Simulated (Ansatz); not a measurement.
Molecule: SiF3 (charge 0, doublet). SMILES: F[Si](F)F

Atoms: Si1, F2, F3, F4. Bonds: Si1-F2, Si1-F3, Si1-F4.

Bond lengths (Å) and angles (degrees) optimised at HF/3-21G with Ansatz (a quantum-chemistry and plane-wave program); PBE/6-31G* with Ansatz; MP2/6-31G* with Ansatz, each started from the B3LYP-D3(BJ)/def2-TZVP structure (Ansatz) of the last column. A row stands for all coordinates that are equal there. 6-31G* holds six Cartesian d functions. No wavenumbers were computed at PBE/6-31G*, MP2/6-31G*, so these may be saddle points.

```csv
coordinate,HF/3-21G,PBE/6-31G*,MP2/6-31G*,B3LYP-D3(BJ)/def2-TZVP
Si1-F2,1.610,1.613,1.601,1.588
F2-Si1-F3,106.5,108.1,108.2,107.9
```

Mean signed difference of all 3 bond lengths from B3LYP-D3(BJ)/def2-TZVP: HF/3-21G 0.022 Å, PBE/6-31G* 0.025 Å, MP2/6-31G* 0.012 Å.
